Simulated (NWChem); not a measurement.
Everything below was run with NWChem. System: F (+1), charge 1, spin multiplicity 3. Its SCF solution wasn't tested for a lower state. Level: ROCCSD(T)/def2-TZVP, 1 core orbitals frozen.

Part of the output:

```
             Northwest Computational Chemistry Package (NWChem) 7.3.0
             --------------------------------------------------------

                                NWChem Input Module
                                -------------------

 Scaling coordinates for geometry "geometry" by  1.889725989
 (inverse scale =  0.529177249)

                             Geometry "geometry" -> ""
                             -------------------------

 Output coordinates in angstroms (scale by  1.889725989 to convert to a.u.)

  No.       Tag          Charge          X              Y              Z
 ---- ---------------- ---------- -------------- -------------- --------------
    1 F                    9.0000     0.00000000     0.00000000     0.00000000

 Effective nuclear repulsion energy (a.u.)       0.0000000000

            Nuclear Dipole moment (a.u.)
            ----------------------------
        X                 Y               Z
 ---------------- ---------------- ----------------
     0.0000000000     0.0000000000     0.0000000000

      Symmetry information
      --------------------

 Group name             D2h
 Group number             26
 Group order               8
 No. of unique centers     1

      Symmetry unique atoms

     1


 Summary of "ao basis" -> "" (spherical)
 ------------------------------------------------------------------------------
       Tag                 Description            Shells   Functions and Types
 ---------------- ------------------------------  ------  ---------------------
 *                         def2-tzvp                  on all atoms

 Summary of "ao basis" -> "ao basis" (spherical)
 ------------------------------------------------------------------------------
       Tag                 Description            Shells   Functions and Types
 ---------------- ------------------------------  ------  ---------------------
 F                         def2-tzvp                11       31   5s3p2d1f

                                 NWChem SCF Module
                                 -----------------

  ao basis        = "ao basis"
  functions       =    31
  atoms           =     1
  closed shells   =     3
  open shells     =     2
  charge          =   1.00
  wavefunction    = ROHF
  use symmetry    = T
  symmetry adapt  = T

 Summary of "ao basis" -> "ao basis" (spherical)
 ------------------------------------------------------------------------------
       Tag                 Description            Shells   Functions and Types
 ---------------- ------------------------------  ------  ---------------------
 F                         def2-tzvp                11       31   5s3p2d1f

      Symmetry analysis of basis
      --------------------------

        ag          9
        au          1
        b1g         2
        b1u         5
        b2g         2
        b2u         5
        b3g         2
        b3u         5

 Forming initial guess at       0.0s

 Swapping ROHF orbitals     3    5

      Symmetry analysis of molecular orbitals - initial
      -------------------------------------------------

  Numbering of irreducible representations:

     1 ag          2 au          3 b1g         4 b1u         5 b2g
     6 b2u         7 b3g         8 b3u

  Orbital symmetries:

     1 ag          2 ag          3 b2u         4 b3u         5 b1u
     6 ag          7 b1u         8 b3u         9 b2u        10 b2g
    11 ag         12 b1g        13 b3g        14 ag         15 b3u

 Starting SCF solution at       0.0s

 ----------------------------------------------
         Quadratically convergent ROHF

 Convergence threshold     :          1.000E-07
 Maximum no. of iterations :          100
 Final Fock-matrix accuracy:          1.000E-09
 ----------------------------------------------

              iter       energy          gnorm     gmax       time
             ----- ------------------- --------- --------- --------
                 1      -98.8230938555  6.64D-01  3.62D-01      0.0
                 2      -98.8297600014  6.12D-02  3.84D-02      0.0
                 3      -98.8298995680  1.35D-03  6.40D-04      0.0
                 4      -98.8298997467  2.39D-07  1.37D-07      0.0
[...]
 Vector    4  Occ=1.000000D+00  E=-9.845975D-01  Symmetry=b3u
              MO Center= -9.5D-19, -3.6D-23,  8.0D-19, r^2= 3.2D-01
   Bfn.  Coefficient  Atom+Function         Bfn.  Coefficient  Atom+Function
  ----- ------------  ---------------      ----- ------------  ---------------
     6      0.581363  1 F  px                 9      0.467673  1 F  px

 Vector    5  Occ=1.000000D+00  E=-9.845975D-01  Symmetry=b1u
              MO Center= -4.4D-35, -6.0D-39,  1.0D-20, r^2= 3.2D-01
   Bfn.  Coefficient  Atom+Function         Bfn.  Coefficient  Atom+Function
  ----- ------------  ---------------      ----- ------------  ---------------
     8      0.581363  1 F  pz                11      0.467673  1 F  pz

 Vector    6  Occ=0.000000D+00  E= 2.031316D-01  Symmetry=ag
              MO Center=  5.6D-21, -2.3D-35, -4.0D-35, r^2= 1.6D+00
   Bfn.  Coefficient  Atom+Function         Bfn.  Coefficient  Atom+Function
  ----- ------------  ---------------      ----- ------------  ---------------
     5      1.984819  1 F  s                  4     -1.756697  1 F  s

 Vector    7  Occ=0.000000D+00  E= 2.597741D-01  Symmetry=b3u
              MO Center= -1.3D-19,  1.2D-22,  1.2D-19, r^2= 2.0D+00
   Bfn.  Coefficient  Atom+Function         Bfn.  Coefficient  Atom+Function
  ----- ------------  ---------------      ----- ------------  ---------------
    12      1.255084  1 F  px                 9     -0.567796  1 F  px
     6     -0.226806  1 F  px

 Vector    8  Occ=0.000000D+00  E= 2.597741D-01  Symmetry=b1u
              MO Center=  2.4D-18, -8.4D-22,  5.1D-18, r^2= 2.0D+00
   Bfn.  Coefficient  Atom+Function         Bfn.  Coefficient  Atom+Function
  ----- ------------  ---------------      ----- ------------  ---------------
    14      1.255084  1 F  pz                11     -0.567796  1 F  pz
     8     -0.226806  1 F  pz

 center of mass
 --------------
 x =   0.00000000 y =   0.00000000 z =   0.00000000

 moments of inertia (a.u.)
 ------------------
           0.000000000000           0.000000000000           0.000000000000
           0.000000000000           0.000000000000           0.000000000000
           0.000000000000           0.000000000000           0.000000000000

  Mulliken analysis of the total density
  --------------------------------------

    Atom       Charge   Shell Charges
 -----------   ------   -------------------------------------------------------
    1 F    9     8.00   0.78  1.19  0.70  1.10  0.23  2.02  1.68  0.31  0.00  0.00  0.00

 Mulliken analysis of the open-shell density
 -------------------------------------------

    Atom       Charge   Shell Charges
 -----------   ------   -------------------------------------------------------
    1 F    9     2.00   0.00 -0.00  0.00  0.00 -0.00  1.03  0.84  0.13  0.00  0.00  0.00

       Multipole analysis of the density wrt the origin
       ------------------------------------------------

     L   x y z        total         open         nuclear
     -   - - -        -----         ----         -------
     0   0 0 0      1.000000     -2.000000      9.000000

     1   1 0 0      0.000000      0.000000      0.000000
     1   0 1 0      0.000000      0.000000      0.000000
     1   0 0 1      0.000000     -0.000000      0.000000

     2   2 0 0     -2.192878     -0.926338      0.000000
     2   1 1 0      0.000000      0.000000      0.000000
     2   1 0 1      0.000000      0.000000      0.000000
     2   0 2 0     -2.721019     -0.456302      0.000000
     2   0 1 1     -0.000000     -0.000000      0.000000
     2   0 0 2     -2.192878     -0.926338      0.000000

                   NWChem Extensible Many-Electron Theory Module
                   ---------------------------------------------


            General Information
            -------------------
      Number of processors :     1
         Wavefunction type : Restricted open-shell Hartree-Fock
          No. of electrons :     8
           Alpha electrons :     5
            Beta electrons :     3
           No. of orbitals :    62
            Alpha orbitals :    31
             Beta orbitals :    31
        Alpha frozen cores :     1
         Beta frozen cores :     1
     Alpha frozen virtuals :     0
      Beta frozen virtuals :     0
         Spin multiplicity : triplet
    Number of AO functions :    31
       Number of AO shells :    11
        Use of symmetry is : on
      Symmetry adaption is : on
         Schwarz screening : 0.10D-09

          Correlation Information
          -----------------------
          Calculation type : Coupled-cluster singles & doubles w/ perturbation
   Perturbative correction : (T)
            Max iterations :      100
        Residual threshold : 0.10D-05
     T(0) DIIS level shift : 0.00D+00
     L(0) DIIS level shift : 0.00D+00
     T(1) DIIS level shift : 0.00D+00
     L(1) DIIS level shift : 0.00D+00
     T(R) DIIS level shift : 0.00D+00
     T(I) DIIS level shift : 0.00D+00
   CC-T/L Amplitude update :  5-th order DIIS
                I/O scheme : Global Array Library
        L-threshold :  0.10D-05
        EOM-threshold :  0.10D-05
 no EOMCCSD initial starts read in
 TCE RESTART OPTIONS
 SLICE:      F
 D4D5:       F
 quantumc:   F
 qrotation:  F
 pwtce:      F
 qducc:      F
 nacto:                         0
 nrotv:                         0
 nrot:                          0

            Memory Information
            ------------------
          Available GA space size is     249034878 doubles
          Available MA space size is     104855324 doubles

 Maximum block size supplied by input
 Maximum block size        24 doubles

 tile_dim =      7

 -------------------------------------------------

 Global array virtual files algorithm will be used

 Parallel file system coherency ......... OK

 4-electron integrals stored in orbital form

 v2    file size   =            23137
 4-index algorithm nr.  13 is used
 imaxsize =       30
 imaxsize ichop =        0


CCSD iterations
 ---------------------------------------------------------
 Iter          Residuum       Correlation     Cpu    Wall
 ---------------------------------------------------------
    1   0.0975775843367  -0.1554752946779     0.1     0.1
    2   0.0163216324124  -0.1614292724196     0.1     0.1
    3   0.0038555704019  -0.1626188150808     0.1     0.1
    4   0.0011143647833  -0.1627990580669     0.1     0.1
    5   0.0003599825863  -0.1628520975569     0.1     0.1
    6   0.0001270880533  -0.1628649617818     0.1     0.1
    7   0.0000322602072  -0.1628688955720     0.1     0.1
    8   0.0000121208082  -0.1628692411636     0.1     0.1
    9   0.0000044953027  -0.1628692095518     0.1     0.1
   10   0.0000017797927  -0.1628692936022     0.1     0.1
   11   0.0000003340550  -0.1628692854229     0.1     0.1
 -----------------------------------------------------------------
 Iterations converged
 CCSD correlation energy / hartree =        -0.162869285422861
 CCSD total energy / hartree       =       -98.992769032080446

 Singles contributions

 Doubles contributions
 CCSD(T)
 Using plain CCSD(T) code
             total no. of tasks         1960
 total no. of tasks / no. procs         1960
                         wl_min            1           1.0
                         wl_max          343           2.6
        thresh for no. of tasks         1960

 CCSD[T]  correction energy / hartree =        -0.002057345174162
 CCSD[T] correlation energy / hartree =        -0.164926630597023
 CCSD[T] total energy / hartree       =       -98.994826377254611
 CCSD(T)  correction energy / hartree =        -0.002052385891714
 CCSD(T) correlation energy / hartree =        -0.164921671314575
 CCSD(T) total energy / hartree       =       -98.994821417972162

 Task  times  cpu:        1.6s     wall:        1.6s

 Total times  cpu:        1.6s     wall:        1.6s
```

Question: Write an NWChem input that would produce this output.

Answer: One answer among several that fit: 
```
start mol
memory heap 100 mb stack 700 mb global 1900 mb
charge 1
geometry units angstroms nocenter noautoz
  F      0.000000     0.000000     0.000000
  symmetry group D2h
end
basis spherical
  * library def2-tzvp
end
scf
  rohf
  nopen 2
  maxiter 100
  thresh 1e-7
  semidirect memsize 60000000 filesize 0
  # guess.movecs holds the orbitals of an unrestricted PBE0 run
  vectors input guess.movecs swap 3 5 output mol.movecs
end
tce
  freeze core 1
  ccsd(t)
  2eorb
  2emet 13
  thresh 1e-6
  maxiter 100
  tilesize 24
end
task tce energy
```
